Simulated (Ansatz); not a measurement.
# CH₃Al+ (doublet): the correlation ladder, cc-pVTZ

One table from this session's results is given with a row withheld; the runs are named, their logs left out.

Program: Ansatz 0.2.0, Gaussian basis. Level of theory: cc-pVTZ, core rule «outside noble gas», up to 6 orbitals frozen. These are calculated values, not measurements.

The runs, in order: UHF; CCSD(T) on ROHF; CCSD(T) on UHF; BCCD(T) on ROHF; CCSDT(Q) on ROHF; CCSDT(Q) on UHF.

5 further runs of the same task are left out: 2 for a known fault of the program, 3 set aside as unsound or not needed.

## What is computed

The geometry is a PBE0/def2-TZVP stationary point (not a proven minimum) of the parent state, kept for this charge and spin.

5 atoms, charge 1, spin multiplicity 2.

Atoms are counted from 1 here; the program's logs count them from 0.

Bond lengths: Al1–C2 1.889 Å, Al1–H3 1.584 Å, Al1–H4 1.584 Å, C2–H5 1.082 Å. Angles: C2–Al1–H3 119.2°, C2–Al1–H4 119.2°, H3–Al1–H4 121.5°, Al1–C2–H5 180.0°.

As a file:

```xyz
5

Al    0.0000    0.0000    0.5743
C     0.0000    0.0000   -1.3152
H     0.0000    1.3820    1.3476
H     0.0000   -1.3820    1.3476
H     0.0000    0.0000   -2.3973
```

Set-up of the first run:

The input, in.yaml:

```yaml
crystal:
  periodic: [false, false, false]
  atoms:
    - {symbol: Al, position_ang: [0.000000, 0.000000, 0.574312]}
    - {symbol: C, position_ang: [0.000000, 0.000000, -1.315163]}
    - {symbol: H, position_ang: [0.000000, 1.382040, 1.347560]}
    - {symbol: H, position_ang: [0.000000, -1.382040, 1.347560]}
    - {symbol: H, position_ang: [0.000000, 0.000000, -2.397288]}
basis:
  gaussian: {orbitals: cc-pVTZ}
total_charge: 1
magnetization: {spin_polarized: true, initial_magnetization: 1}
hamiltonian: {xc: hf}
output: {orbitals: {seedname: orbitals}}
```

Started as:

```bash
$ ansatz run in.yaml --threads 1 --pin off --events-out ev --progress --plain --max-ram 4096MiB --backend cpu
```

Steps of the session up to this table: UHF; CCSD(T) on ROHF; CCSD(T) on UHF; BCCD(T) on ROHF; CCSDT(Q) on ROHF; CCSDT(Q) on UHF.

One table of the session follows, with a row left open; its other results are not shown here.

```
   method  from UCCSDT(Q) (meV)
     ROHF               +5983.4
      UHF                     ?
     RMP2               +1303.6
     UMP2               +1311.1
    RCCSD                +230.9
    UCCSD                +228.2
 RCCSD(T)                 +62.2
 UCCSD(T)                 +61.9
  BCCD(T)                 +62.9
   RCCSDT                 +12.2
   UCCSDT                 +11.5
RCCSDT(Q)                  +3.4
UCCSDT(Q)                     0
```

Estimate the missing values for UHF.

The run gave: from UCCSDT(Q) (meV): +5859.7. In the column «from UCCSDT(Q) (meV)» it lies between UMP2 (+1311.1) and ROHF (+5983.4).

Caveats from the session: Restricted and unrestricted rows rest on different reference determinants; where their highest levels disagree by more than a few hundredths of an eV, they describe different states and don't form one ladder.
